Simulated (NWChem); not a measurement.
Species: methanethiol (CH$_{4}$S); SMILES CS

Computed with NWChem. Pople sets run with spherical d functions. Structure relaxed at the PBE0/def2-SVP level. Ions are spin-unrestricted doublets at the neutral geometry; other ion states weren't tried.

### Question
Predict the results for PBE/6-31+G*. Quantities: vertical ionisation energy, ΔSCF (eV); −ε(HOMO) (eV).

### Answer
```
Quantity                               Value
-------------------------------------  -----
vertical ionisation energy, ΔSCF (eV)   9.31
−ε(HOMO) (eV)                           5.54
```
